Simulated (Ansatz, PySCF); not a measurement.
Molecule: CCl₃, net charge 0, doublet state. It need not be the lowest isomer of its formula. 
Structure (B3LYP-D3(BJ)/def2-TZVP (Ansatz, a quantum-chemistry and plane-wave program) minimum search):
```xyz
4

C     -0.0036     0.0008     0.2630
Cl    -0.0098     1.6900    -0.0363
Cl     1.4691    -0.8362    -0.0083
Cl    -1.4580    -0.8541    -0.0482
```
Charge 0, spin multiplicity 2.


Quantity: enthalpy of formation at 298 K (from the atomisation energy, B3LYP-D3(BJ)/def2-TZVP harmonic zero-point and thermal terms from PySCF, and the atoms' enthalpies of formation in the G2/97 table; no spin-orbit terms, and no core term in the frozen-core levels), in kcal/mol. Valence correlation only, unless marked. UHF or UKS for open shells. No spin-orbit coupling. Non-relativistic. The coupled-cluster limit lacks core correlation, which all-electron functionals hold. Basis-set limits of correlation are two-point, X^-3; Hartree-Fock from the larger set. [CCSD(T)-MP2]/basis is that difference in the basis named.

```
level                                                                 program  enthalpy of formation at 298 K (kcal/mol)  minus last row
-------------------------------------------------------------  --------------  -----------------------------------------  --------------
PBE-D3(BJ)/def2-TZVPD                                          Ansatz + dftd3                                       -9.3           -26.0
BLYP-D4/def2-TZVPD                                             Ansatz + dftd4                                       13.2            -3.5
PBE0/STO-3G                                                            Ansatz                                        2.8           -13.9
PBE0-D4/def2-TZVP                                              Ansatz + dftd4                                        3.6           -13.1
CAM-B3LYP-D4/def2-TZVPD                                        Ansatz + dftd4                                       19.0             2.3
LC-wPBE-D4/def2-TZVPD                                          Ansatz + dftd4                                       11.2            -5.5
MP2/aug-cc-pV(D+d)Z                                                    Ansatz                                       26.8            10.1
MP2/cc-pV(T+d)Z                                                        Ansatz                                       13.1            -3.6
RI-MP2/cc-pV(Q+d)Z                                                     Ansatz                                        5.5           -11.2
RI-MP2/CBS(cc-pV(T+d)Z,cc-pV(Q+d)Z)+[CCSD(T)-MP2]/cc-pV(T+d)Z          Ansatz                                       16.7             0.0
```
